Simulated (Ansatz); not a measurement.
**SiO (singlet): the correlation ladder at distance Si1–O2 = 2.770 Å, 6-31G**

Aim: climb from Hartree-Fock through coupled cluster and multireference methods for SiO (singlet) at one geometry and basis, and see what each rung misses.

Program: Ansatz 0.2.0, Gaussian basis. Level of theory: 6-31G, core rule «outside noble gas», up to 6 orbitals frozen. These are calculated values, not measurements.

The runs, in order: UHF; CCSD(T) on RHF; CCSD(T) on UHF; BCCD(T) on RHF; CISD; CCSDT(Q) on RHF; CCSDT(Q) on UHF; CISDTQ; CCSDTQ on RHF; CCSDTQ on UHF; CASSCF and MRCISD+Q, 2 electrons in 2 orbitals; CASSCF and NEVPT2, 2 electrons in 2 orbitals; CASSCF and MRCISD+Q, 10 electrons in 8 orbitals; CASSCF and NEVPT2, 10 electrons in 8 orbitals; Full CI.

24 further runs of the same task are left out: 3 for a known fault of the program, 17 that didn't finish, 4 set aside as unsound or not needed.

## (1) The geometry

The geometry derives from a PBE0/def2-TZVP stationary point (not a proven minimum). One bond is set to the value named and the two fragments are kept rigid.

2 atoms, charge 0, spin multiplicity 1.

Atoms are counted from 1 here; the program's logs count them from 0.

No contacts short enough for the rule that draws bonds.

## (2) UHF

in.yaml reads:

```yaml
crystal:
  periodic: [false, false, false]
  atoms:
    - {symbol: Si, position_ang: [0.000000, 0.000000, 0.000000]}
    - {symbol: O, position_ang: [0.000000, 0.000000, 2.770000]}
basis:
  gaussian: {orbitals: 6-31G}
magnetization: {spin_polarized: true, initial_magnetization: 0}
hamiltonian: {xc: hf}
output: {orbitals: {seedname: orbitals}}
```

On the command line:

```console
$ ansatz run in.yaml --threads 1 --pin off --events-out ev --progress --plain --max-ram 2393MiB
```

The runs that follow: CCSD(T) on RHF; CCSD(T) on UHF; BCCD(T) on RHF; CISD; CCSDT(Q) on RHF; CCSDT(Q) on UHF; CISDTQ; CCSDTQ on RHF; CCSDTQ on UHF; CASSCF and MRCISD+Q, 2 electrons in 2 orbitals; CASSCF and NEVPT2, 2 electrons in 2 orbitals; CASSCF and MRCISD+Q, 10 electrons in 8 orbitals; CASSCF and NEVPT2, 10 electrons in 8 orbitals; Full CI.

Q: Predict the results of all the runs planned. Wanted: FCI from the RHF energy; RMP2 from FCI; UMP2 from FCI; RCCSD from FCI; RCCSD(T) from FCI; UCCSD(T) from FCI; RCCSDT(Q) from FCI; UCCSDT(Q) from FCI; NEVPT2 valence from FCI.

The runs gave:

```
                         quantity             value
          FCI from the RHF energy        -7.4183 eV
                    RMP2 from FCI   -27.83 kcal/mol
                    UMP2 from FCI   +31.90 kcal/mol
                   RCCSD from FCI   +22.00 kcal/mol
                RCCSD(T) from FCI    -5.61 kcal/mol
                UCCSD(T) from FCI    +7.70 kcal/mol
               RCCSDT(Q) from FCI    -6.03 kcal/mol
               UCCSDT(Q) from FCI    -4.69 kcal/mol
          NEVPT2 valence from FCI   +14.40 kcal/mol
        MRCISD+Q valence from FCI    +1.17 kcal/mol
levels within 1 kcal/mol (43 meV)  RCCSDTQ, UCCSDTQ
                    T1 diagnostic             0.067
   effectively unpaired electrons              2.12
```

What this shows: RCCSD(T) misses by -5.61 kcal/mol, 3.3 % of the correlation energy. CCSD(T) misses by -5.61 kcal/mol on the restricted determinant and by +7.70 kcal/mol on the unrestricted one; the two need not hold the same state or core. RMP2, RCCSD(T), BCCD(T), RCCSDT(Q), UCCSDT(Q), RCCSDTQ fall below full CI: unrestricted runs freeze a spin-polarised core, another one than full CI's, and coupled cluster isn't variational. The occupations show strong static correlation (2.1 unpaired electrons where one determinant has 0). Of the multireference levels listed MRCISD+Q valence comes nearest in total energy (+1.17 kcal/mol), which doesn't show that its space is the better one. Coupled cluster took another determinant than the lowest Hartree-Fock one. These misses are within one basis, not against nature.
